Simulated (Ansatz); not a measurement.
**SF+ (triplet): wave-function methods side by side, def2-QZVPP**

One table from this session's results is given with a row withheld; the runs are named, their logs left out.

Program: Ansatz 0.2.0, Gaussian basis. Level of theory: def2-QZVPP, core rule «outside noble gas», up to 6 orbitals frozen. These are calculated values, not measurements.

To be run: UHF; ROHF; CCSD(T) on UHF.

2 further runs of the same task are left out: 2 set aside as unsound or not needed.

### The geometry

The geometry is a PBE0/def2-TZVP stationary point (not a proven minimum).

2 atoms, charge 1, spin multiplicity 3.

Atoms are counted from 1 here; the program's logs count them from 0.

Bond lengths: F1–S2 1.504 Å.

Coordinates:

```xyz
2
FS
F     0.00000    0.00000    0.00000
S     0.00000    0.00000    1.50400
```

The first run:

File in.yaml:

```yaml
crystal:
  periodic: [false, false, false]
  atoms:
    - {symbol: F, position_ang: [0.000000, 0.000000, 0.000000]}
    - {symbol: S, position_ang: [0.000000, 0.000000, 1.504000]}
basis:
  gaussian: {orbitals: "def2-QZVPP.json"}
total_charge: 1
magnetization: {spin_polarized: true, initial_magnetization: 2}
hamiltonian: {xc: hf}
output: {orbitals: {seedname: orbitals}}
```

Command:

```sh
$ ansatz run in.yaml --threads 1 --pin off --events-out ev --progress --plain --max-ram 2393MiB
```

Among the steps run: UHF; ROHF; CCSD(T) on UHF.

One of the session's tables, all rows but one given; the rest of the session is left out.

| method | from UCCSD(T) (meV) |
| --- | --- |
| ROHF | +11896.3 |
| UHF | ? |
| UMP2 | +835.1 |
| UCCSD | +450.3 |
| UCCSD(T) | 0 |

Estimate the missing values for UHF.

As computed: from UCCSD(T) (meV): +11666.3. In the column «from UCCSD(T) (meV)» it lies between UMP2 (+835.1) and ROHF (+11896.3).
